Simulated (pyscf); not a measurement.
Optimised with ωB97X-D3(BJ)/def2-SVP in PySCF.

Question: For the elementary gas-phase step H₂N–SiH₃ + H₂ → SiH₄ + NH₃ (singlet surface; N–Si, H–H broken, H–Si, H–N formed), what barrier and reaction energy does ωB97M-D3(BJ)/def2-TZVP give, measured from the separated reactants?

Answer: ΔE‡ = 2.03 eV, ΔE = +0.21 eV. Zero-point energy shifts the barrier by +0.12 eV. It is a four-centre exchange, with an imaginary mode of 1418i cm⁻¹. At the saddle there is also a short H–Si contact that neither side keeps. One saddle was located; it need not be the lowest between these sides.
